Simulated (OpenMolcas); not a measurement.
**Setting up BNH3 (SMILES B[NH]) in OpenMolcas**

BNH3 has 5 atoms, charge 0, and is taken as a doublet. As SMILES, `B[NH]`. Geometry: relaxed at PBE0-D4/def2-TZVP.

| atom | x (Å) | y (Å) | z (Å) |
| --- | --- | --- | --- |
| B | -0.3108 | -0.3701 | -0.0916 |
| N | 0.5312 | 0.6552 | -0.0198 |
| H | -0.4148 | -1.1074 | 0.8625 |
| H | -0.9641 | -0.5731 | -1.0819 |
| H | 1.2084 | 1.3217 | 0.2893 |

Settings wanted:

| Setting | Value |
| --- | --- |
| method | DFT |
| reference | UKS |
| integral approximation | none |
| symmetry | none |
| basis set | def2-TZVPP |
| task | gradient |
| functional | PBE0 |
| dispersion | none |
| nucleus | point |
| integration grid | UltraFine |
| SCF convergence threshold | 1e-10 |

Q: Write the OpenMolcas 26.06 input and the command.

A: This one ran through:

test.input:
```
>>> EXPORT MOLCAS_PRINT=2
&GATEWAY
BasLib
$CurrDir
Coord
5
angstrom
B       -0.310800      -0.370100      -0.091600
N        0.531200       0.655200      -0.019800
H       -0.414800      -1.107400       0.862500
H       -0.964100      -0.573100      -1.081900
H        1.208400       1.321700       0.289300
Basis
def2-TZVPP
Group
NoSym
&SEWARD
GridInput
Grid=UltraFine
End of Grid
&SCF
UHF
Spin
2
KSDFT
PBE0
Thresholds
1e-10 1e-07 1e-07 1e-05
PrOrbitals
1 2
&ALASKA
```

```bash
$ export MOLCAS_MEM=1860
$ pymolcas test.input > test.log
```

(Basis files named in the input come from the Basis Set Exchange and aren't shown.)

Calculated total energy: -81.27694 Eh, largest force 0.043 eV/Å.
